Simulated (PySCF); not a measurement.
# SO2(OH)2: one geometry, several methods

Aim: at the PBE0 minimum of singlet SO2(OH)2, found before, compare methods on energies and levels.

Computed with PySCF 2.14.0. Level: several methods, basis S def2-TZVP, O def2-TZVP, H def2-TZVP, no relativity, density fitting.

**1. Where the work starts**

7 atoms, charge 0, spin multiplicity 1.

Bond lengths: S1–O2 1.416 Å, S1–O3 1.416 Å, S1–O4 1.580 Å, S1–O5 1.580 Å, O4–H6 0.967 Å, O5–H7 0.967 Å. Angles: O2–S1–O3 123.9°, O2–S1–O4 108.6°, O2–S1–O5 105.7°, O3–S1–O4 105.7°, O3–S1–O5 108.6°, O4–S1–O5 102.2°, S1–O4–H6 108.8°, S1–O5–H7 108.8°.

```xyz
7
charge 0 multiplicity 1
S     0.0000    0.0000    0.1330
O     1.2467    0.0908    0.7985
O    -1.2467   -0.0908    0.7985
O    -0.1322    1.2229   -0.8592
O     0.1322   -1.2229   -0.8592
H     0.7536    1.5091   -1.1218
H    -0.7536   -1.5091   -1.1218
```

**2. PBE0**

The steps are one call of a driver around PySCF; scf.py gives each level's set-up. Each SCF starts from the density of the minimum. The driver also runs the species with one electron less or more at the same geometry (one less: multiplicity 2); their logs are not shown.

scf.py reads:

```python
from pyscf import gto, scf, dft
mol = gto.M(atom='''
S      0.000000     0.000000     0.133038
O      1.246736     0.090785     0.798464
O     -1.246736    -0.090785     0.798464
O     -0.132188     1.222942    -0.859165
O      0.132188    -1.222942    -0.859165
H      0.753629     1.509084    -1.121833
H     -0.753629    -1.509084    -1.121833''',
    basis={'S': 'def2-TZVP', 'O': 'def2-TZVP', 'H': 'def2-TZVP'},
    charge=0, spin=0)
mf = dft.RKS(mol, xc='PBE0')
mf.grids.atom_grid = (99, 590)
aux = {'S': 'def2-universal-JKFIT', 'O': 'def2-universal-JKFIT', 'H': 'def2-universal-JKFIT'}
mf = mf.density_fit(auxbasis=aux)
mf.kernel()
```

**3. HF**

scf.py: that of step 2 with these lines changed.

```diff
@@ -12,2 +12 @@
-mf = dft.RKS(mol, xc='PBE0')
-mf.grids.atom_grid = (99, 590)
+mf = scf.RHF(mol)
```

**4. MP2**

scf.py: that of step 3 with these lines changed.

```diff
@@ -15,0 +16,2 @@
+from pyscf.mp import dfmp2
+dfmp2.DFMP2(mf, frozen=9).kernel()  # the driver gives MP2 a fitting basis of its own (RI)
```

**5. PBE**

scf.py: that of step 4 with these lines changed.

```diff
@@ -12 +12,2 @@
-mf = scf.RHF(mol)
+mf = dft.RKS(mol, xc='PBE')
+mf.grids.atom_grid = (99, 590)
@@ -16,2 +16,0 @@
-from pyscf.mp import dfmp2
-dfmp2.DFMP2(mf, frozen=9).kernel()  # the driver gives MP2 a fitting basis of its own (RI)
```

**6. r2SCAN**

scf.py: that of step 5 with these lines changed.

```diff
@@ -12 +12 @@
-mf = dft.RKS(mol, xc='PBE')
+mf = dft.RKS(mol, xc='R2SCAN')
```

**7. B3LYP**

scf.py: that of step 6 with these lines changed.

```diff
@@ -12 +12 @@
-mf = dft.RKS(mol, xc='R2SCAN')
+mf = dft.RKS(mol, xc='B3LYP')
```

**8. TPSSh**

scf.py: that of step 7 with these lines changed.

```diff
@@ -12 +12 @@
-mf = dft.RKS(mol, xc='B3LYP')
+mf = dft.RKS(mol, xc='TPSSH')
```

**9. HSE06**

scf.py: that of step 8 with these lines changed.

```diff
@@ -12 +12 @@
-mf = dft.RKS(mol, xc='TPSSH')
+mf = dft.RKS(mol, xc='HSE06')
```

(Steps that only read results are left out.)

What does the calculation give? Wanted: atomisation energy, range; vertical ionisation energy, range; orbital gap, range.

The runs gave:

| quantity | value |
| --- | --- |
| atomisation energy, range | 1348 (HF) to 2608 (PBE) kJ/mol |
| vertical ionisation energy, range | 11.55 (PBE) to 12.96 (MP2) eV |
| orbital gap, range | 7.11 (PBE) to 16.86 (HF) eV |

In words: The atomisation energy spreads over 1260 kJ/mol, from HF to PBE; without a CCSD(T) value for it there is no yardstick here.
